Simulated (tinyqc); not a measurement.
UHF in the sto-3g basis, for LiH+, spin multiplicity 2, step by step. One step of it, computed by the program tinyqc.

Task: Iteration 2: building the Fock matrix. J_ij = sum D_kl (ij|kl) with D = D(alpha) + D(beta), K_ij = sum D_kl (ik|jl) for each spin; F = H + J - K(s); E = tr D H + tr D J / 2 - 0.5 sum_s tr D(s) K(s) + E_nn.

D(alpha) after iteration 1, order 1Li 1s, 1Li 2s, 1Li 2px, 1Li 2py, 1Li 2pz, 2H 1s:
$$\begin{pmatrix}
1.013780 & -0.023219 & 0.000000 & 0.000000 & -0.026963 & -0.094079 \\
-0.023219 & 0.042254 & 0.000000 & 0.000000 & 0.046339 & 0.157695 \\
0.000000 & 0.000000 & 0.000000 & 0.000000 & 0.000000 & 0.000000 \\
0.000000 & 0.000000 & 0.000000 & 0.000000 & 0.000000 & 0.000000 \\
-0.026963 & 0.046339 & 0.000000 & 0.000000 & 0.051254 & 0.174429 \\
-0.094079 & 0.157695 & 0.000000 & 0.000000 & 0.174429 & 0.596680
\end{pmatrix}$$

D(beta) after iteration 1, order 1Li 1s, 1Li 2s, 1Li 2px, 1Li 2py, 1Li 2pz, 2H 1s:
$$\begin{pmatrix}
0.997687 & 0.003159 & 0.000000 & 0.000000 & 0.001965 & 0.002351 \\
0.003159 & 0.000331 & 0.000000 & 0.000000 & -0.000014 & 0.000010 \\
0.000000 & 0.000000 & 0.000000 & 0.000000 & 0.000000 & 0.000000 \\
0.000000 & 0.000000 & 0.000000 & 0.000000 & 0.000000 & 0.000000 \\
0.001965 & -0.000014 & 0.000000 & 0.000000 & 0.000005 & 0.000004 \\
0.002351 & 0.000010 & 0.000000 & 0.000000 & 0.000004 & 0.000006
\end{pmatrix}$$

core Hamiltonian H = T + V (hartree), order 1Li 1s, 1Li 2s, 1Li 2px, 1Li 2py, 1Li 2pz, 2H 1s:
$$\begin{pmatrix}
-4.772307 & -1.072867 & 0.000000 & 0.000000 & -0.019709 & -0.423421 \\
-1.072867 & -1.413154 & 0.000000 & 0.000000 & -0.130183 & -0.793921 \\
0.000000 & 0.000000 & -1.150760 & 0.000000 & 0.000000 & 0.000000 \\
0.000000 & 0.000000 & 0.000000 & -1.150760 & 0.000000 & 0.000000 \\
-0.019709 & -0.130183 & 0.000000 & 0.000000 & -1.255245 & -0.913413 \\
-0.423421 & -0.793921 & 0.000000 & 0.000000 & -0.913413 & -1.559596
\end{pmatrix}$$

Two-electron integrals (ij|kl) in chemists' order, unique and non-zero (hartree):
```
(11|11) 1.680395   (21|11) 0.265420   (21|21) 0.049941   (22|11) 0.397727
(22|21) 0.092860   (22|22) 0.290562   (31|31) 0.008981   (32|31) 0.013788
(32|32) 0.064184   (33|11) 0.396640   (33|21) 0.092880   (33|22) 0.290497
(33|33) 0.312946   (41|41) 0.008981   (42|41) 0.013788   (42|42) 0.064184
(43|43) 0.016869   (44|11) 0.396640   (44|21) 0.092880   (44|22) 0.290497
(44|33) 0.279207   (44|44) 0.312946   (51|51) 0.008981   (52|51) 0.013788
(52|52) 0.064184   (53|53) 0.016869   (54|54) 0.016869   (55|11) 0.396640
(55|21) 0.092880   (55|22) 0.290497   (55|33) 0.279207   (55|44) 0.279207
(55|55) 0.312946   (61|11) 0.099655   (61|21) 0.018816   (61|22) 0.035434
(61|33) 0.035016   (61|44) 0.035016   (61|51) 0.002225   (61|52) 0.004220
(61|55) 0.036287   (61|61) 0.007747   (62|11) 0.176487   (62|21) 0.041419
(62|22) 0.130750   (62|33) 0.124786   (62|44) 0.124786   (62|51) 0.006798
(62|52) 0.036507   (62|55) 0.142543   (62|61) 0.018436   (62|62) 0.089715
(63|31) 0.003862   (63|32) 0.016443   (63|53) 0.006073   (63|63) 0.007605
(64|41) 0.003862   (64|42) 0.016443   (64|54) 0.006073   (64|64) 0.007605
(65|11) 0.203131   (65|21) 0.048293   (65|22) 0.158680   (65|33) 0.148378
(65|44) 0.148378   (65|51) 0.010660   (65|52) 0.055819   (65|55) 0.179080
(65|61) 0.022654   (65|62) 0.120675   (65|65) 0.165920   (66|11) 0.363592
(66|21) 0.086970   (66|22) 0.295641   (66|33) 0.270865   (66|44) 0.270865
(66|51) 0.017990   (66|52) 0.109843   (66|55) 0.344642   (66|61) 0.041120
(66|62) 0.246502   (66|65) 0.346583   (66|66) 0.774606
```

nuclear repulsion = 1.09863781 hartree

Give: Coulomb J; exchange K(alpha); exchange K(beta); F(alpha); F(beta); total energy of this density.

Result:

Coulomb J (hartree), order 1Li 1s, 1Li 2s, 1Li 2px, 1Li 2py, 1Li 2pz, 2H 1s:
$$\begin{pmatrix}
3.7319 & 0.6189 & 0.0000 & 0.0000 & 0.0170 & 0.2402 \\
0.6189 & 1.0901 & 0.0000 & 0.0000 & 0.1010 & 0.5834 \\
0.0000 & 0.0000 & 1.0671 & 0.0000 & 0.0000 & 0.0000 \\
0.0000 & 0.0000 & 0.0000 & 1.0671 & 0.0000 & 0.0000 \\
0.0170 & 0.1010 & 0.0000 & 0.0000 & 1.1289 & 0.7258 \\
0.2402 & 0.5834 & 0.0000 & 0.0000 & 0.7258 & 1.4207
\end{pmatrix}$$

exchange K(alpha) (hartree), order 1Li 1s, 1Li 2s, 1Li 2px, 1Li 2py, 1Li 2pz, 2H 1s:
$$\begin{pmatrix}
1.6864 & 0.2700 & 0.0000 & 0.0000 & 0.0047 & 0.1091 \\
0.2700 & 0.1616 & 0.0000 & 0.0000 & 0.1458 & 0.2714 \\
0.0000 & 0.0000 & 0.0232 & 0.0000 & 0.0000 & 0.0000 \\
0.0000 & 0.0000 & 0.0000 & 0.0232 & 0.0000 & 0.0000 \\
0.0047 & 0.1458 & 0.0000 & 0.0000 & 0.2043 & 0.3490 \\
0.1091 & 0.2714 & 0.0000 & 0.0000 & 0.3490 & 0.6824
\end{pmatrix}$$

exchange K(beta) (hartree), order 1Li 1s, 1Li 2s, 1Li 2px, 1Li 2py, 1Li 2pz, 2H 1s:
$$\begin{pmatrix}
1.6787 & 0.2667 & 0.0000 & 0.0000 & 0.0013 & 0.1013 \\
0.2667 & 0.0507 & 0.0000 & 0.0000 & 0.0003 & 0.0194 \\
0.0000 & 0.0000 & 0.0091 & 0.0000 & 0.0000 & 0.0000 \\
0.0000 & 0.0000 & 0.0000 & 0.0091 & 0.0000 & 0.0000 \\
0.0013 & 0.0003 & 0.0000 & 0.0000 & 0.0091 & 0.0025 \\
0.1013 & 0.0194 & 0.0000 & 0.0000 & 0.0025 & 0.0082
\end{pmatrix}$$

F(alpha) (hartree), order 1Li 1s, 1Li 2s, 1Li 2px, 1Li 2py, 1Li 2pz, 2H 1s:
$$\begin{pmatrix}
-2.7268 & -0.7239 & 0.0000 & 0.0000 & -0.0074 & -0.2924 \\
-0.7239 & -0.4847 & 0.0000 & 0.0000 & -0.1749 & -0.4820 \\
0.0000 & 0.0000 & -0.1068 & 0.0000 & 0.0000 & 0.0000 \\
0.0000 & 0.0000 & 0.0000 & -0.1068 & 0.0000 & 0.0000 \\
-0.0074 & -0.1749 & 0.0000 & 0.0000 & -0.3306 & -0.5366 \\
-0.2924 & -0.4820 & 0.0000 & 0.0000 & -0.5366 & -0.8212
\end{pmatrix}$$

F(beta) (hartree), order 1Li 1s, 1Li 2s, 1Li 2px, 1Li 2py, 1Li 2pz, 2H 1s:
$$\begin{pmatrix}
-2.7191 & -0.7206 & 0.0000 & 0.0000 & -0.0040 & -0.2846 \\
-0.7206 & -0.3738 & 0.0000 & 0.0000 & -0.0295 & -0.2300 \\
0.0000 & 0.0000 & -0.0927 & 0.0000 & 0.0000 & 0.0000 \\
0.0000 & 0.0000 & 0.0000 & -0.0927 & 0.0000 & 0.0000 \\
-0.0040 & -0.0295 & 0.0000 & 0.0000 & -0.1354 & -0.1901 \\
-0.2846 & -0.2300 & 0.0000 & 0.0000 & -0.1901 & -0.1471
\end{pmatrix}$$

total energy of this density = -7.596847 hartree

This density is a damped mixture and is not idempotent.
